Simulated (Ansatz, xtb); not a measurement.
Group exchange: C3H5Cl + HOF → C2H2ClF + CH4O

Species: C3H5Cl `C/C=C/Cl`, singlet; HOF `OF`, singlet; C2H2ClF (1-chloro-2-fluoroethylene) `F/C=C/Cl`, singlet; CH4O (methanol) `CO`, singlet. The partners trade CH3 for F: C–CH3 and O–F bonds give way to C–F and O–CH3.

Shapes, held fixed at every level: PBE0-D4/def2-TZVP. Programs: Ansatz 0.2.0, xtb 6.7.1. The zero-point and thermal change to 298 K, harmonic and unscaled (PBE0-D4/def2-TZVP), is +3.6 kJ/mol.

```
                level                    kind  ΔH(298 K) (kJ/mol)  less CCSD(T)/CBS estimate
             GFN1-xTB          semi-empirical              -290.4                      -28.8
        HF/def2-TZVPP            Hartree–Fock              -297.9                      -36.3
  B3LYP-D4/def2-TZVPP           global hybrid              -255.9                       +5.7
  BHLYP-D4/def2-TZVPP           global hybrid              -274.7                      -13.1
   PBE0-D4/def2-TZVPP           global hybrid              -257.8                       +3.8
r2SCAN0-D4/def2-TZVPP           global hybrid              -267.4                       -5.8
   wB97X-V/def2-TZVPP  range-separated hybrid              -258.9                       +2.7
      CCSD/def2-TZVPP   coupled cluster or CI              -264.9                       -3.3
 CCSD(T)/CBS estimate   coupled cluster or CI              -261.6                        0.0
```

The highest level, CCSD(T)/CBS estimate, gives ΔH(298 K) = -261.6 kJ/mol; the levels span -297.9 to -255.9. The column of differences is taken from that level and isn't an error. No measured value is set beside it here. The CBS estimate extrapolates MP2 from def2-TZVPP and def2-QZVPP and adds CCSD(T) − MP2 in the triple-zeta set, cores frozen.
